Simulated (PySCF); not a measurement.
Compound: PH2OH, H3OP.
Atom-mapped SMILES: `[OH:1][PH2:2]` (hydrogens: H3 on O1; H4, H5 on P2)

Structure used (PBE0-D3(BJ)/def2-SVP), in Å, numbered top down from 1:
```xyz
5
H3OP angstrom
O      0.955   -0.188    0.399
P     -0.394    0.135   -0.530
H      1.725   -0.185   -0.178
H     -1.006    1.130    0.299
H     -1.262   -0.886   -0.024
```

The closed-shell ground state was solved at several levels (PySCF, density fitting, gas phase, non-relativistic).

| level | basis functions | total energy (Eh) | HOMO (eV) | LUMO (eV) | gap (eV) | dipole (D) |
| --- | --- | --- | --- | --- | --- | --- |
| CAM-B3LYP/def2-SVPD | 71 | -418.1997 | -8.75 | 0.53 | 9.28 | 0.75 |
| B97-2/pcSseg-2 | 121 | -418.4238 | -7.15 | -0.46 | 6.69 | 0.75 |
| BHandHLYP/def2-SVPD | 71 | -418.1752 | -8.52 | 0.41 | 8.93 | 0.78 |
| PBE0/def2-SVPD | 71 | -418.0054 | -7.38 | -0.39 | 6.99 | 0.69 |
| PBE0/6-31G* | 38 | -418.1259 | -7.21 | 0.14 | 7.35 | 0.76 |
| PBE/def2-SVPD | 71 | -417.9757 | -6.16 | -1.30 | 4.86 | 0.69 |
| PBE0/pcSseg-1 | 56 | -418.1348 | -7.33 | 0.01 | 7.34 | 0.74 |
| LC-wPBE/def2-SVPD | 71 | -418.0724 | -10.11 | 1.76 | 11.87 | 0.65 |
| PBE0/def2-SVP | 47 | -417.9889 | -7.20 | 0.36 | 7.56 | 0.77 |
| HF/def2-SVPD | 71 | -417.1846 | -10.26 | 2.45 | 12.71 | 0.76 |

Q: What might PBE0/def2-TZVP (86 basis functions) give for the same quantities?

A: Total energy -418.2096 Eh, HOMO -7.32 eV, LUMO -0.28 eV, gap 7.04 eV, dipole 0.78 D.

Q: Over all these levels, which gives the widest orbital gap and which the narrowest?

A: HF/def2-SVPD (Hartree–Fock, all exact exchange) has the widest, 12.71 eV, and PBE/def2-SVPD (GGA) the narrowest, 4.86 eV. The two share the basis. From the narrowest to the widest the HOMO moves by -4.10 eV and the LUMO by +3.75 eV.

Q: How much does the basis alone move the frontier levels among the 5 PBE0 rows (the withheld one included)?

A: The HOMO by 0.18 eV and the LUMO by 0.75 eV. By rising basis size (HOMO, LUMO in eV): 6-31G* -7.21, 0.14; def2-SVP -7.20, 0.36; pcSseg-1 -7.33, 0.01; def2-SVPD -7.38, -0.39; def2-TZVP -7.32, -0.28.

Q: In the def2-SVPD basis, how does the gap go with the fixed share of exact exchange?

A: PBE (0 %) 4.86 eV; PBE0 (25 %) 6.99 eV; BHandHLYP (50 %) 8.93 eV; HF (100 %) 12.71 eV. Each rise in the share widens the gap here.

Q: How far do the dipole and the HOMO energy spread over the levels?

A: The dipole runs from 0.65 to 0.78 D (mean 0.74 D) and the HOMO from -10.26 to -6.16 eV.

One conformer stands for the species.
